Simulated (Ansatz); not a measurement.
Species: NH2 (charge -1, singlet). Whether it binds its extra electron was not tested at this geometry. 
Geometry from a B3LYP-D3(BJ)/def2-TZVP (Ansatz, a first-principles code) optimisation:
```
N
H 1 1.0353
H 1 1.0353 2 100.42
```
Charge -1, spin multiplicity 1.

Basis-set convergence of Hartree-Fock and CCSD correlation energies (hartree) with Ansatz. Cores are frozen in the correlated levels unless marked. No spin-orbit coupling. No relativistic terms. This anion needs diffuse functions, which these sets lack.

```json
[
 {"basis": "cc-pVDZ", "functions": "24", "E(HF)": "-55.48062", "E(corr, CCSD)": "-0.19873"},
 {"basis": "cc-pVTZ", "functions": "58", "E(HF)": "-55.52116", "E(corr, CCSD)": "-0.25050"},
 {"basis": "cc-pVQZ", "functions": "115", "E(HF)": "-55.53573", "E(corr, CCSD)": "-0.26750"},
 {"basis": "cc-pV5Z", "functions": "201", "E(HF)": "[?]", "E(corr, CCSD)": "[?]"}
]
```

Question: What belongs in the gaps?

Answer: 
- cc-pV5Z, E(HF): -55.54573
- cc-pV5Z, E(corr, CCSD): -0.27450
